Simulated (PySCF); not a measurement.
Compound: C5H9N.
SMILES: `CC1=CCNC1`

The closed-shell SCF was solved with PySCF and density fitting under several settings on one GFN2-xTB geometry (grid level 2 and gas phase unless stated).

```
                                                                  settings  basis functions  SCF cycles     E (Eh)  HOMO (eV)  LUMO (eV)  dipole (D)
          HF/pcSseg-0, IEF-PCM cyclohexane, grid level 3, start guess vsap               72          11  -248.3498      -9.26       4.85        2.09
PBE0/6-311+G(2d,p), level shift 0.2 Eh, fitting basis def2-universal-jkfit              216          11  -250.4415      -6.43       0.27        1.47
```

Q: Estimate the rows for these settings: (1) PBE0/6-31G-J; (2) mPW1PW91/def2-SVPD.

A: 
```tsv
settings	basis functions	SCF cycles	E (Eh)	HOMO (eV)	LUMO (eV)	dipole (D)
PBE0/6-31G-J	108	13	-250.3399	-5.97	1.09	1.74
mPW1PW91/def2-SVPD	192	12	-250.4501	-6.46	0.64	1.43
```

Q: Over all rows, what range does the HOMO–LUMO gap span?

A: From 6.70 eV (PBE0/6-311+G(2d,p), level shift 0.2 Eh, fitting basis def2-universal-jkfit) to 14.11 eV (HF/pcSseg-0, IEF-PCM cyclohexane, grid level 3, start guess vsap). The functional of the narrowest has 25 % exact exchange, that of the widest 100 % exact exchange.

Q: Compare two rows with the functional PBE0: PBE0/6-31G-J and PBE0/6-311+G(2d,p), level shift 0.2 Eh, fitting basis def2-universal-jkfit. Which energy is lower, and by how much?

A: PBE0/6-311+G(2d,p), level shift 0.2 Eh, fitting basis def2-universal-jkfit (216 functions) lies 0.1016 Eh or 64 kcal/mol below PBE0/6-31G-J (108 functions).

Cycle counts include a coarse-grid stage where the run had one. All basis functions are spherical, in the Pople sets too. One conformer (not necessarily the lowest) at the GFN2-xTB geometry, without vibrations or thermal averaging.
